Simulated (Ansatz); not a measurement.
A calculation on HfO2 (P2₁/c, No. 14) returned equilibrium volume per atom 11.12 Å³/atom, bulk modulus 188 GPa, cohesive energy 8.92 eV/atom, band gap 3.94 eV.

**Question.** Which level of theory produced these numbers?
A) rVV10 (Ansatz (a quantum-chemistry and plane-wave program))
B) r²SCAN (Ansatz)
C) LDA (Ansatz)
D) BLYP (Ansatz)

**Answer.** C, LDA (Ansatz)

The others give: BLYP 12.16 Å³/atom, 186 GPa, 7.33 eV/atom, 4.08 eV; rVV10 11.95 Å³/atom, 180 GPa, 7.87 eV/atom, 3.95 eV; r²SCAN 11.53 Å³/atom, 191 GPa, 7.82 eV/atom, 4.59 eV.

Unless a cell is named, each level is at its own relaxed cell (BLYP 12.16, LDA 11.12, r²SCAN 11.53, rVV10 11.95 Å³/atom).

Spin–orbit coupling is included only where a level's name says +SOC; with heavier elements it mostly lowers gaps and can invert bands. Density-functional gaps are differences of (generalised) Kohn–Sham levels.

Caveats: the relaxation could not lower the start's symmetry, so the cell can be a saddle point above a distorted one (BLYP, rVV10, r²SCAN, LDA). Ansatz's density-functional and Hartree–Fock values are scalar-relativistic unless marked +SOC, with PAW data made under PBE.
